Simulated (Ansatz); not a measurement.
2H WSe2 was calculated with r²SCAN in Ansatz (PAW).

Numerical settings: plane-wave cutoff 500 eV, 18×18×4 k mesh (along the axes of the cell as run), Fermi–Dirac smearing 0.05 eV, no spin polarisation, scalar-relativistic PAW data made under PBE.

Cell (relaxed at this level):

```
CELL_PARAMETERS angstrom
      3.31515     0.00000     0.00000
     -1.65758     2.87101     0.00000
      0.00000     0.00000    13.72391
ATOMIC_POSITIONS crystal
  W  0.66667 0.33333 0.75000
  W  0.33333 0.66667 0.25000
  Se 0.33333 0.66667 0.87108
  Se 0.66667 0.33333 0.12892
  Se 0.66667 0.33333 0.37108
  Se 0.33333 0.66667 0.62892
```

**Question.** Estimate the band gap that the calculation returns.

**Answer.** 
* **band gap**: 1.35 eV (on the SCF k mesh)

Measured, for comparison: band gap 1.2 eV (room temperature, not corrected to a static lattice, bulk 2H; as tabulated in Bastos et al. (2019), arXiv:1903.08112).

Note: the cell comes from a level without a dispersion term, which matters for the spacing of layers, chains or molecules; the cell has widely spaced layers and the level no dispersion term, so their spacing and the moduli can rest on weak binding.

Spin–orbit coupling is not included.

The computed numbers hold no vibrational or temperature effects.

Cost on a shared machine: around 8 core-minutes (rough).

Ansatz is an electronic-structure program.
